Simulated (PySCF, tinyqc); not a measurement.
Worked calculation: CIS and TDHF on RHF in the sto-3g basis, for HF, spin multiplicity 1. The lowest restricted solution is unstable here: a spin-polarised one lies 0.0339 hartree lower (PySCF). One step of it, computed by the program tinyqc.

Task: TDHF (RPA) singlet states. B(ia,jb) = 2 (ia|jb) - (ib|ja); the squared energies are the eigenvalues of (A - B)(A + B); 1 hartree = 27.211386 eV.

CIS matrix A, singlet (hartree), lower triangle:
```
           1>6       2>6       3>6       4>6       5>6
1>6  25.421730
2>6   0.047881  1.232836
3>6   0.000000  0.000000  0.180720
4>6   0.000000  0.000000  0.000000  0.180720
5>6  -0.015701  0.018198  0.000000  0.000000  0.577136
```

Two-electron integrals over orbitals (pq|rs), unique and non-zero (hartree):
```
(11|11) 5.364971    (21|11) -0.526627   (21|21) 0.081452    (22|11) 1.244326
(22|21) -0.023463   (22|22) 0.881710    (31|31) 0.029518    (32|31) 0.040383
(32|32) 0.191753    (33|11) 1.264030    (33|21) -0.015281   (33|22) 0.900772
(33|33) 0.997514    (41|41) 0.029518    (42|41) 0.040383    (42|42) 0.191753
(43|43) 0.053770    (44|11) 1.264030    (44|21) -0.015281   (44|22) 0.900772
(44|33) 0.889973    (44|44) 0.997514    (51|11) 0.074978    (51|21) -0.011392
(51|22) 0.004399    (51|33) 0.002224    (51|44) 0.002224    (51|51) 0.015962
(52|11) -0.098102   (52|21) 0.003685    (52|22) -0.044331   (52|33) -0.055229
(52|44) -0.055229   (52|51) 0.020432    (52|52) 0.123335    (53|31) -0.005224
(53|32) -0.021348   (53|53) 0.031926    (54|41) -0.005224   (54|42) -0.021348
(54|54) 0.031926    (55|11) 0.847681    (55|21) -0.008035   (55|22) 0.662729
(55|33) 0.648610    (55|44) 0.648610    (55|51) -0.001218   (55|52) -0.006524
(55|55) 0.643945    (61|11) 0.080645    (61|21) -0.012786   (61|22) 0.002764
(61|33) 0.002414    (61|44) 0.002414    (61|51) -0.013348   (61|52) -0.022308
(61|55) 0.003697    (61|61) 0.017958    (62|11) -0.117597   (62|21) 0.003298
(62|22) -0.065551   (62|33) -0.065858   (62|44) -0.065858   (62|51) -0.019905
(62|52) -0.085371   (62|55) -0.019112   (62|61) 0.019616    (62|62) 0.091320
(63|31) -0.005336   (63|32) -0.022038   (63|53) -0.024237   (63|63) 0.028095
(64|41) -0.005336   (64|42) -0.022038   (64|54) -0.024237   (64|64) 0.028095
(65|11) -0.445304   (65|21) 0.007334    (65|22) -0.264001   (65|33) -0.266310
(65|44) -0.266310   (65|51) 0.001182    (65|52) 0.067320    (65|55) -0.084158
(65|61) -0.003873   (65|62) 0.027034    (65|65) 0.253732    (66|11) 0.814427
(66|21) -0.008650   (66|22) 0.620840    (66|33) 0.607793    (66|44) 0.607793
(66|51) 0.007955    (66|52) 0.035870    (66|55) 0.630346    (66|61) -0.005912
(66|62) -0.045646   (66|65) -0.030470   (66|66) 0.651318
```

Give: TDHF matrix B, singlet; squared energies w^2; TDHF energies from the positive w^2.

Result:

TDHF matrix B, singlet (hartree), lower triangle:
```
         1>6     2>6     3>6     4>6     5>6
1>6   0.0180
2>6   0.0196  0.0913
3>6   0.0000  0.0000  0.0281
4>6   0.0000  0.0000  0.0000  0.0281
5>6  -0.0039  0.0270  0.0000  0.0000  0.2537
```

squared energies w^2 (hartree^2): 0.0319  0.0319  0.2682  1.5110  646.2686

TDHF energies from the positive w^2 (eV): 4.8579  4.8579  14.0920  33.4489  691.7628
